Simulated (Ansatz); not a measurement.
## CHF, SMILES [CH]F: the interaction energy of a dimer with the counterpoise correction, step by step

Computed with Ansatz 0.2.0, Python API.

Run as a notebook:

**Cell 1**
```python
import ansatz as az

config = {
    'basis': 'def2-SVP',
    'xc': 'r2SCAN',
}
```

**Cell 2**
```python
FIRST = [
    ('C', (-0.1281, -0.3592, -0.1064)),
    ('F', (0.9696, -0.0113, 0.5302)),
    ('H', (-0.8415, 0.3705, -0.4238)),
]
SECOND = [
    ('C', (-1.3102, 2.1098, 2.7584)),
    ('F', (-1.8348, 1.6928, 1.6261)),
    ('H', (-0.3779, 1.7265, 3.1134)),
]
```

**Cell 3**
```python
def energy(atoms, ghosts=()):
    molecule = az.Crystal.molecule()
    for symbol, xyz in atoms:
        molecule = molecule.atom(symbol, xyz)
    calc = (
        molecule.calculation()
        .basis(gaussian=config['basis'])
        .functional(config['xc'])
    )
    deck = calc.input()
    if ghosts:
        deck = deck.set(az.key.basis.gaussian.ghost_atoms, [{'symbol': s, 'position_ang': list(xyz)} for s, xyz in ghosts])
    return az.Session.from_dict(deck).plan().execute().report['free_energy_ev']
```

**Cell 4**
```python
# ghost atoms carry the functions of the partner
both = energy(FIRST + SECOND)
alone = energy(FIRST) + energy(SECOND)
ghosted = energy(FIRST, SECOND) + energy(SECOND, FIRST)
print(f'dimer {both:.6f} eV')
print(f'interaction, uncorrected   {(both - alone):8.3f} eV')
print(f'interaction, counterpoise  {(both - ghosted):8.3f} eV')
print(f'basis-set superposition    {(alone - ghosted):8.3f} eV')
```
Output:
```text
dimer -7521.470302 eV
interaction, uncorrected     -0.051 eV
interaction, counterpoise    -0.006 eV
basis-set superposition       0.045 eV
```

Uncorrected it is -0.051 eV, with the counterpoise correction -0.006 eV; the difference, 0.045 eV, is the superposition error.

Reading the output:
- Total energies depend on the basis set; only differences at equal settings carry meaning.
- The dimer is a generated trial pose of unrelaxed monomers, not a minimum, so the figure is no binding energy, and the basis set is small.
- This level lacks the dispersion part of the attraction (electrostatics and induction are there), which can decide the sign where the interaction is weak.
- Finished in 7.7 s on 1 thread of Arm Neoverse V1 (shared host), peak memory 0.16 GiB.
